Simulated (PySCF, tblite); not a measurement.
**CH₂FO₂S−: dynamics, then NMR shifts on frames**

How do NMR shifts of CH₂FO₂S− (`O=[S@@]([O-])CF`) change as the atoms move?

Programs: tblite 0.8.0 and PySCF 2.14.0, with density-fitted response routines of our own. Each step states its level of theory. These are calculated values for one molecule in the gas phase, unless marked as measured. Atoms are numbered from 0 throughout.

## Step 1: The molecule as given

7 atoms, charge -1, multiplicity 1; geometry from: GFN2-xTB.

Bonds of the start (Å): O0–S1 1.49, S1–O2 1.49, S1–C3 1.98, C3–F4 1.39, C3–H5 1.09, C3–H6 1.09.

## Step 2: Thermal motion with GFN2-xTB

The job: settings as JSON, then the geometry in Å.

```
{"job": {"kind": "md", "xc": "GFN2-xTB", "basis": "xTB", "temperature": 300, "steps": 2000, "every": 50, "frames": 5}, "charge": -1, "multiplicity": 1}
O      1.560591    -1.238268    -0.269210
S      1.148202    -0.026490     0.490557
O      1.614412     1.230367    -0.149719
C     -0.763531    -0.009667    -0.006354
F     -1.608449     0.360928     1.032466
H     -0.903290     0.707985    -0.816232
H     -1.044602    -1.019950    -0.308586
```

Level: GFN2-xTB Langevin dynamics, gas phase.

Command:

```
$ OMP_NUM_THREADS=1 python probes_run.py task.json out
```

The driver reads the jobs from task.json and runs them one after another.

Standard output:

```text
t/fs     T/K      E/eV
    0.0   242.7   -530.29293
   25.0   160.0   -530.19453
   50.0   205.5   -530.20712
   75.0   261.2   -530.25218
  100.0   215.4   -530.23503
  125.0   260.3   -530.20827
  150.0   301.7   -530.15798
  175.0   318.0   -530.12529
  200.0   202.7   -530.14353
  225.0   247.6   -530.13811
  250.0   307.6   -530.03740
  275.0   337.9   -530.09687
  300.0   384.4   -530.08482
  325.0   390.9   -530.07992
  350.0   335.9   -530.11235
  375.0   418.6   -530.15059
  400.0   287.1   -530.10369
  425.0   257.0   -530.09238
  450.0   292.7   -530.06736
  475.0   317.4   -530.05765
  500.0   398.2   -530.08241
  525.0   291.9   -529.99543
  550.0   442.7   -530.12283
  575.0   440.6   -530.12597
  600.0   207.1   -530.08116
  625.0   249.2   -530.17356
  650.0   240.9   -530.14148
  675.0   317.5   -530.23256
  700.0   196.2   -530.13992
  725.0   212.9   -530.16319
  750.0   340.8   -530.16571
  775.0   235.7   -530.12053
  800.0   208.0   -530.15654
  825.0   249.7   -530.10959
  850.0   264.9   -530.15084
  875.0   170.5   -529.97312
  900.0   143.6   -530.05885
  925.0   330.5   -530.10961
  950.0   336.3   -530.14885
  975.0   244.5   -529.98674
 1000.0   497.0   -530.08923
```

It took 18 s on 1 thread, shared host.

Distance from the start (root mean square after alignment): 0 fs 0.00 Å, 200 fs 0.50 Å, 400 fs 0.23 Å, 600 fs 0.37 Å, 800 fs 0.49 Å, 1000 fs 0.56 Å.

Positions (Å) and forces (eV/Å) at 1000 fs:

```xyz
7

O    -0.908   -1.419    1.204   -0.658   -1.804   -0.201
S    -0.380   -0.081    1.294    1.656    2.369   -1.025
O     0.898    0.133    0.478   -1.121   -0.417    0.920
C    -1.457    0.992   -0.015   -0.999    0.271    1.272
F    -2.744    1.496    0.331    0.343   -0.055    0.343
H    -0.842    1.870   -0.130    0.220    0.081   -0.467
H    -1.702    0.407   -0.868    0.558   -0.445   -0.841
```

## Step 3: Shielding tensors: 250 fs, PBE0/pcSseg-1

The job: settings as JSON, then the geometry in Å.

```
{"job": {"kind": "nmr", "xc": "PBE0", "basis": "pcSseg-1", "pop": false}, "charge": -1, "multiplicity": 1}
O      0.975200    -1.449200     0.098600
S      0.574800    -0.289300     0.949200
O      1.209300     0.973800     0.655700
C     -1.265900    -0.207800     0.232800
F     -1.821900     1.058800     0.364800
H     -1.247500    -0.613800    -0.809400
H     -1.820200    -0.845100     0.861400
```

Level: GIAO PBE0/pcSseg-1 NMR shielding, non-relativistic, gas phase.

Standard output:

```text
coarse grid: 7208 points
cycle   1  E = -686.9599807083  dE =  9.738e-01  |g| = 1.201e+00  |ddm| = 2.785e+00
cycle   2  E = -686.1731180297  dE =  7.869e-01  |g| = 2.303e+00  |ddm| = 3.832e+00
cycle   3  E = -687.2130679445  dE = -1.040e+00  |g| = 2.068e-01  |ddm| = 2.944e+00
cycle   4  E = -687.2211707050  dE = -8.103e-03  |g| = 1.039e-01  |ddm| = 3.154e-01
cycle   5  E = -687.2231265007  dE = -1.956e-03  |g| = 2.782e-02  |ddm| = 1.010e-01
cycle   6  E = -687.2232483763  dE = -1.219e-04  |g| = 1.326e-02  |ddm| = 3.431e-02
cycle   7  E = -687.2232788864  dE = -3.051e-05  |g| = 3.282e-03  |ddm| = 1.217e-02
cycle   8  E = -687.2232810617  dE = -2.175e-06  |g| = 4.622e-04  |ddm| = 4.343e-03
final grid: 67720 points
cycle   9  E = -687.2818908471  dE = -1.157e-05  |g| = 1.034e-02  |ddm| = 1.898e-02
cycle  10  E = -687.2818491005  dE =  4.175e-05  |g| = 1.761e-02  |ddm| = 2.663e-02
cycle  11  E = -687.2819117018  dE = -6.260e-05  |g| = 1.315e-03  |ddm| = 1.768e-02
cycle  12  E = -687.2819120160  dE = -3.142e-07  |g| = 2.967e-04  |ddm| = 1.279e-03
cycle  13  E = -687.2819120332  dE = -1.718e-08  |g| = 9.704e-05  |ddm| = 3.080e-04
cycle  14  E = -687.2819120346  dE = -1.409e-09  |g| = 4.417e-05  |ddm| = 9.457e-05
cycle  15  E = -687.2819120349  dE = -3.438e-10  |g| = 1.209e-05  |ddm| = 4.342e-05
converged SCF energy = -687.2819120349

GIAO shielding tensors (ppm)
atom      isotropic    diamagn.    paramagn.     s11        s22        s33       span
  0 O      113.924     403.322    -289.398      5.697    113.204    222.871    217.173
  1 S       48.023    1049.455   -1001.432    -58.839     26.833    176.075    234.915
  2 O      117.515     402.040    -284.526    -40.147    115.125    277.567    317.714
  3 C       69.890     249.972    -180.082     27.503     57.498    124.670     97.168
  4 F      408.599     473.515     -64.916    341.178    419.541    465.077    123.898
  5 H       28.177      30.309      -2.132     25.696     26.831     32.004      6.308
  6 H       28.029      32.226      -4.197     25.420     26.759     31.907      6.487
```

Wall time 14 s (1 thread, shared host).

The references, computed at this level on geometries of the same kind, shield at (ppm): ¹H TMS 31.72, ¹³C TMS 186.9, ¹⁹F CFCl3 170.9, ¹⁷O H2O 336.1, ³³S CS2 504. Their shielding less the atom's gives the shift. The references are single molecules in the gas phase, so shifts against H2O, NH3, PH3, H3PO4 or CFCl3 are not on the usual liquid scales and can be off by tens of ppm. Each atom is listed at this fixed geometry, with no averaging over motion; a spectrum would average atoms that exchange fast.

```csv
atoms,environment,σ (ppm),δ (ppm)
C3,sp3 CH2 bonded to F and S,69.9,117.0
H6,hydrogen on an sp3 CH2 bonded to F and S,28.03,3.69
H5,hydrogen on an sp3 CH2 bonded to F and S,28.18,3.54
O0,oxygen of an anionic S–O group,113.9,222.2
O2,oxygen of an anionic S–O group,117.5,218.6
S1,"sulfur bonded to C, 2 O",48,456
F4,fluorine on an sp3 carbon,408.6,-237.7
```

## Step 4: Shielding tensors: 425 fs, PBE0/pcSseg-1

The job: settings as JSON, then the geometry in Å.

```
{"job": {"kind": "nmr", "xc": "PBE0", "basis": "pcSseg-1", "pop": false}, "charge": -1, "multiplicity": 1}
O      0.323600    -1.814500     0.185000
S     -0.137800    -0.656700     1.044400
O      0.980100     0.275700     1.245100
C     -1.097800     0.357300    -0.298900
F     -1.914200     1.231500     0.341200
H     -0.535900     0.877600    -1.016900
H     -1.731500    -0.435900    -0.817700
```

Level: GIAO PBE0/pcSseg-1 NMR shielding, non-relativistic, gas phase.

Standard output:

```text
coarse grid: 7208 points
cycle   1  E = -686.9468125916  dE =  9.735e-01  |g| = 1.231e+00  |ddm| = 2.743e+00
cycle   2  E = -686.0531829386  dE =  8.936e-01  |g| = 2.424e+00  |ddm| = 3.906e+00
cycle   3  E = -687.2148504454  dE = -1.162e+00  |g| = 2.093e-01  |ddm| = 3.072e+00
cycle   4  E = -687.2229101918  dE = -8.060e-03  |g| = 1.056e-01  |ddm| = 3.005e-01
cycle   5  E = -687.2248404181  dE = -1.930e-03  |g| = 2.147e-02  |ddm| = 9.333e-02
cycle   6  E = -687.2249210184  dE = -8.060e-05  |g| = 8.191e-03  |ddm| = 2.824e-02
cycle   7  E = -687.2249307624  dE = -9.744e-06  |g| = 3.787e-03  |ddm| = 9.065e-03
cycle   8  E = -687.2249334490  dE = -2.687e-06  |g| = 5.378e-04  |ddm| = 3.789e-03
final grid: 67720 points
cycle   9  E = -687.2837362134  dE = -1.209e-05  |g| = 1.004e-02  |ddm| = 1.795e-02
cycle  10  E = -687.2836987432  dE =  3.747e-05  |g| = 1.692e-02  |ddm| = 2.503e-02
cycle  11  E = -687.2837552864  dE = -5.654e-05  |g| = 1.506e-03  |ddm| = 1.658e-02
cycle  12  E = -687.2837556961  dE = -4.097e-07  |g| = 3.802e-04  |ddm| = 1.478e-03
cycle  13  E = -687.2837557207  dE = -2.461e-08  |g| = 1.668e-04  |ddm| = 4.213e-04
cycle  14  E = -687.2837557254  dE = -4.695e-09  |g| = 5.169e-05  |ddm| = 1.685e-04
cycle  15  E = -687.2837557259  dE = -5.025e-10  |g| = 9.650e-06  |ddm| = 4.535e-05
converged SCF energy = -687.2837557259

GIAO shielding tensors (ppm)
atom      isotropic    diamagn.    paramagn.     s11        s22        s33       span
  0 O       96.106     403.137    -307.031    -29.807     59.724    258.400    288.207
  1 S       -0.252    1049.718   -1049.970   -162.111    -19.350    180.704    342.815
  2 O      133.139     402.974    -269.834    -33.632    152.852    280.198    313.830
  3 C       68.777     249.347    -180.570     39.572     52.675    114.085     74.512
  4 F      423.225     472.104     -48.879    387.037    406.131    476.508     89.471
  5 H       28.557      32.524      -3.967     25.401     27.306     32.966      7.565
  6 H       26.871      29.753      -2.883     23.822     27.147     29.643      5.822
```

Run time: 12 s. Hardware: 1 thread, shared host.

This run: δ C3 118.1, O0 240.0, O2 202.9, S1 504, H6 4.85, H5 3.16 ppm.

## Step 5: Nuclear shieldings: 625 fs, PBE0/pcSseg-1

The job: settings as JSON, then the geometry in Å.

```
{"job": {"kind": "nmr", "xc": "PBE0", "basis": "pcSseg-1", "pop": false}, "charge": -1, "multiplicity": 1}
O     -0.226000    -1.449900     0.023200
S     -0.258400    -0.183400     0.797400
O      1.060900     0.587700     0.898100
C     -1.184300     1.098400    -0.396200
F     -2.576700     1.311200    -0.200300
H     -0.706500     2.049500    -0.185100
H     -1.081800     0.886100    -1.461000
```

Level: GIAO PBE0/pcSseg-1 NMR shielding, non-relativistic, gas phase.

Standard output:

```text
coarse grid: 7208 points
cycle   1  E = -686.9574228861  dE =  7.907e-01  |g| = 1.215e+00  |ddm| = 2.727e+00
cycle   2  E = -686.0956110405  dE =  8.618e-01  |g| = 2.391e+00  |ddm| = 3.605e+00
cycle   3  E = -687.2179427995  dE = -1.122e+00  |g| = 2.113e-01  |ddm| = 2.777e+00
cycle   4  E = -687.2261728596  dE = -8.230e-03  |g| = 1.099e-01  |ddm| = 3.072e-01
cycle   5  E = -687.2280657274  dE = -1.893e-03  |g| = 4.579e-02  |ddm| = 1.143e-01
cycle   6  E = -687.2284310720  dE = -3.653e-04  |g| = 1.452e-02  |ddm| = 4.702e-02
cycle   7  E = -687.2284693939  dE = -3.832e-05  |g| = 3.319e-03  |ddm| = 1.462e-02
cycle   8  E = -687.2284715579  dE = -2.164e-06  |g| = 4.369e-04  |ddm| = 4.103e-03
final grid: 67720 points
cycle   9  E = -687.2879037827  dE = -1.357e-05  |g| = 1.038e-02  |ddm| = 1.909e-02
cycle  10  E = -687.2878591394  dE =  4.464e-05  |g| = 1.797e-02  |ddm| = 2.610e-02
cycle  11  E = -687.2879249550  dE = -6.582e-05  |g| = 1.472e-03  |ddm| = 1.757e-02
cycle  12  E = -687.2879253505  dE = -3.955e-07  |g| = 3.726e-04  |ddm| = 1.421e-03
cycle  13  E = -687.2879253758  dE = -2.534e-08  |g| = 1.399e-04  |ddm| = 3.727e-04
cycle  14  E = -687.2879253788  dE = -2.946e-09  |g| = 6.192e-05  |ddm| = 1.502e-04
cycle  15  E = -687.2879253795  dE = -7.110e-10  |g| = 1.279e-05  |ddm| = 5.560e-05
converged SCF energy = -687.2879253795

GIAO shielding tensors (ppm)
atom      isotropic    diamagn.    paramagn.     s11        s22        s33       span
  0 O      108.465     402.350    -293.885    -36.146     98.551    262.991    299.137
  1 S      -14.668    1048.592   -1063.259   -147.369    -43.735    147.101    294.470
  2 O       78.578     402.845    -324.267    -31.573     15.407    251.899    283.472
  3 C       58.166     249.341    -191.176     20.366     48.866    105.265     84.899
  4 F      408.161     470.945     -62.784    366.422    385.924    472.135    105.713
  5 H       27.381      31.013      -3.632     24.517     25.871     31.755      7.237
  6 H       27.188      30.813      -3.624     23.926     26.301     31.338      7.412
```

Wall time 12 s (1 thread, shared host).

Key values: δ C3 128.8, O2 257.5, O0 227.6, S1 518, H6 4.53, H5 4.34 ppm.

## Step 6: Nuclear shieldings: 800 fs, PBE0/pcSseg-1

The job: settings as JSON, then the geometry in Å.

```
{"job": {"kind": "nmr", "xc": "PBE0", "basis": "pcSseg-1", "pop": false}, "charge": -1, "multiplicity": 1}
O     -0.530500    -1.332900     0.884300
S     -0.352500     0.125400     1.037100
O      0.872700     0.589800     0.307400
C     -1.510200     0.844300    -0.279200
F     -2.893700     1.197200    -0.075000
H     -1.045600     1.754600    -0.598100
H     -1.565800     0.172300    -1.129100
```

With the program's defaults for keys left out, this is: GIAO PBE0/pcSseg-1 NMR shielding, non-relativistic, gas phase.

Standard output:

```text
coarse grid: 7208 points
cycle   1  E = -686.9546861469  dE =  9.187e-01  |g| = 1.226e+00  |ddm| = 2.743e+00
cycle   2  E = -686.1017353644  dE =  8.530e-01  |g| = 2.396e+00  |ddm| = 3.552e+00
cycle   3  E = -687.2166270079  dE = -1.115e+00  |g| = 2.146e-01  |ddm| = 2.762e+00
cycle   4  E = -687.2252571692  dE = -8.630e-03  |g| = 1.016e-01  |ddm| = 3.002e-01
cycle   5  E = -687.2269709634  dE = -1.714e-03  |g| = 2.274e-02  |ddm| = 8.746e-02
cycle   6  E = -687.2270633667  dE = -9.240e-05  |g| = 6.350e-03  |ddm| = 2.552e-02
cycle   7  E = -687.2270699759  dE = -6.609e-06  |g| = 1.985e-03  |ddm| = 5.485e-03
final grid: 67720 points
cycle   8  E = -687.2866004460  dE = -9.864e-06  |g| = 1.202e-02  |ddm| = 2.214e-02
cycle   9  E = -687.2865486194  dE =  5.183e-05  |g| = 1.990e-02  |ddm| = 2.897e-02
cycle  10  E = -687.2866293362  dE = -8.072e-05  |g| = 2.023e-03  |ddm| = 1.880e-02
cycle  11  E = -687.2866300960  dE = -7.598e-07  |g| = 4.019e-04  |ddm| = 1.869e-03
cycle  12  E = -687.2866301221  dE = -2.610e-08  |g| = 1.858e-04  |ddm| = 4.393e-04
cycle  13  E = -687.2866301280  dE = -5.832e-09  |g| = 5.495e-05  |ddm| = 1.787e-04
cycle  14  E = -687.2866301285  dE = -5.359e-10  |g| = 1.498e-05  |ddm| = 5.191e-05
converged SCF energy = -687.2866301285

GIAO shielding tensors (ppm)
atom      isotropic    diamagn.    paramagn.     s11        s22        s33       span
  0 O      130.836     402.326    -271.490    -23.032    145.430    270.111    293.143
  1 S       49.809    1050.105   -1000.296    -46.774      0.640    195.560    242.335
  2 O      126.965     404.043    -277.078     23.800     40.522    316.574    292.774
  3 C       65.120     249.895    -184.775     31.835     49.803    113.723     81.888
  4 F      393.764     470.459     -76.695    328.883    390.269    462.141    133.258
  5 H       27.547      31.496      -3.949     23.501     26.542     32.599      9.098
  6 H       27.800      31.219      -3.420     24.814     26.220     32.365      7.551
```

It took 12 s on 1 thread, shared host.

This run: δ C3 121.8, O2 209.1, O0 205.2, S1 454, H5 4.17, H6 3.92 ppm.

## Step 7: Shielding tensors: 1000 fs, PBE0/pcSseg-1

The job: settings as JSON, then the geometry in Å.

```
{"job": {"kind": "nmr", "xc": "PBE0", "basis": "pcSseg-1", "pop": false}, "charge": -1, "multiplicity": 1}
O     -0.908500    -1.418600     1.203700
S     -0.379600    -0.081300     1.294400
O      0.897700     0.132800     0.478000
C     -1.456800     0.992000    -0.014500
F     -2.744000     1.495500     0.331100
H     -0.842400     1.870100    -0.129500
H     -1.702000     0.406600    -0.867900
```

With the program's defaults for keys left out, this is: GIAO PBE0/pcSseg-1 NMR shielding, non-relativistic, gas phase.

Standard output:

```text
coarse grid: 7208 points
cycle   1  E = -686.9529603032  dE =  8.799e-01  |g| = 1.217e+00  |ddm| = 2.731e+00
cycle   2  E = -686.0948553850  dE =  8.581e-01  |g| = 2.383e+00  |ddm| = 3.390e+00
cycle   3  E = -687.2085752895  dE = -1.114e+00  |g| = 2.459e-01  |ddm| = 2.650e+00
cycle   4  E = -687.2186653803  dE = -1.009e-02  |g| = 1.401e-01  |ddm| = 3.484e-01
cycle   5  E = -687.2215865586  dE = -2.921e-03  |g| = 5.876e-02  |ddm| = 1.433e-01
cycle   6  E = -687.2222204887  dE = -6.339e-04  |g| = 1.391e-02  |ddm| = 5.618e-02
cycle   7  E = -687.2222567802  dE = -3.629e-05  |g| = 3.313e-03  |ddm| = 1.572e-02
cycle   8  E = -687.2222590170  dE = -2.237e-06  |g| = 4.533e-04  |ddm| = 3.929e-03
final grid: 67720 points
cycle   9  E = -687.2816174545  dE = -1.318e-05  |g| = 1.062e-02  |ddm| = 1.900e-02
cycle  10  E = -687.2815703042  dE =  4.715e-05  |g| = 1.839e-02  |ddm| = 2.578e-02
cycle  11  E = -687.2816397798  dE = -6.948e-05  |g| = 1.443e-03  |ddm| = 1.745e-02
cycle  12  E = -687.2816401493  dE = -3.695e-07  |g| = 4.143e-04  |ddm| = 1.405e-03
cycle  13  E = -687.2816401791  dE = -2.985e-08  |g| = 1.634e-04  |ddm| = 4.216e-04
cycle  14  E = -687.2816401834  dE = -4.298e-09  |g| = 6.100e-05  |ddm| = 1.662e-04
cycle  15  E = -687.2816401841  dE = -7.035e-10  |g| = 1.106e-05  |ddm| = 5.151e-05
converged SCF energy = -687.2816401841

GIAO shielding tensors (ppm)
atom      isotropic    diamagn.    paramagn.     s11        s22        s33       span
  0 O      120.493     401.167    -280.674    -42.508    134.613    269.375    311.884
  1 S        1.073    1049.908   -1048.836   -138.989    -14.680    156.886    295.875
  2 O       83.598     404.348    -320.750    -15.065     24.351    241.507    256.572
  3 C       61.355     249.070    -187.715     18.444     57.581    108.040     89.596
  4 F      395.489     470.512     -75.023    339.029    390.322    457.117    118.087
  5 H       27.320      31.010      -3.690     23.481     26.034     32.445      8.964
  6 H       27.703      31.795      -4.091     23.605     26.167     33.338      9.734
```

Wall time 12 s (1 thread, shared host).

In short: δ C3 125.6, O2 252.5, O0 215.6, S1 503, H5 4.40, H6 4.01 ppm.

## Step 8: Comparing the runs: NMR shifts

Shifts (ppm), with basis size and wall time:

```csv
frame,C3,H6,H5,O0,O2,S1,F4,functions,time
250 fs,117.0,3.69,3.54,222.2,218.6,456,-237.7,102,14 s
425 fs,118.1,4.85,3.16,240.0,202.9,504,-252.3,102,12 s
625 fs,128.8,4.53,4.34,227.6,257.5,518,-237.2,102,12 s
800 fs,121.8,3.92,4.17,205.2,209.1,454,-222.8,102,12 s
1000 fs,125.6,4.01,4.40,215.6,252.5,503,-224.5,102,12 s
```

## Step 9: What came out

| quantity | value |
| --- | --- |
| thermostat | 300 K |
| mean temperature, second half | 287 K |
| mean potential energy above the minimum | 0.18 eV |
| ¹³C shifts against TMS (PBE0/pcSseg-1, 250 fs) | 117.0 ppm |
| ¹H shifts against TMS (PBE0/pcSseg-1, 250 fs) | 3.69, 3.54 ppm |
| ¹⁷O shifts against H2O (PBE0/pcSseg-1, 250 fs) | 222.2, 218.6 ppm |
| ³³S shifts against CS2 (PBE0/pcSseg-1, 250 fs) | 456 ppm |
| ¹⁹F shifts against CFCl3 (PBE0/pcSseg-1, 250 fs) | -237.7 ppm |
| range of the shift of S1 | 454 to 518 ppm |

**Reading.** In the second half the potential energy averages 0.18 eV above the minimum; equipartition over 15 harmonic modes at 300 K would give 0.19 eV. With 7 atoms the temperature swings widely (144 to 497 K). Shifts at one fixed geometry are not the observed spectrum, which averages over the motion. In the first frame run (250 fs): The largest span, 318 ppm, is at O2, where the paramagnetic term is -285 ppm. Across the 5 runs the shift of S1 moves most, between 454 (800 fs) and 518 ppm (625 fs).
